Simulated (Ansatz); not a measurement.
Stepwise reaction of `OBO` with hydrogen fluoride, as a gas-phase model of exchange steps in deposition or etching. ΔE in kJ/mol.

Isolated molecules relaxed with PBE0-D4/def2-TZVP in Ansatz; ΔE leaves out vibrations. CBS: MP2 limit from def2 TZ/QZ plus the TZ coupled-cluster correction, frozen cores. This one scheme is used for every species. DFT in def2-TZVPP. B3LYP here is the variant with VWN-RPA as its local correlation; programs differ in this. Each species was taken in one conformer, which may not be the lowest.

| step | reaction | PBE-D4 | B3LYP-D4 | ωB97M-V | CCSD(T)/CBS |
| --- | --- | --- | --- | --- | --- |
| 1 | `OBO` + H–F → `OBF` + H₂O | -13.4 | -16.4 | -15.9 | -14.2 |

Q: Give the row of step 2, `OBF` + H–F → `FBF` + H₂O. (Best estimate.)

A: Ansatz gave: 
| step | reaction | PBE-D4 | B3LYP-D4 | ωB97M-V | CCSD(T)/CBS |
| --- | --- | --- | --- | --- | --- |
| 2 | `OBF` + H–F → `FBF` + H₂O | -8.0 | -10.7 | -10.5 | -9.7 |

Q: By hand: ΔE of the 2 steps together at CCSD(T)/CBS.

A: (-14.2) + (-9.7) = -23.9 kJ/mol, or -11.9 kJ/mol a step.

In ΔE the steps differ by no more than 4.5 kJ/mol. All are downhill at CCSD(T)/CBS. PBE-D4 differs from CCSD(T)/CBS by 0.8 to 1.7 kJ/mol a step. Isolated molecules leave out the surface, adducts and barriers. Largest T1 diagnostic: 0.013.
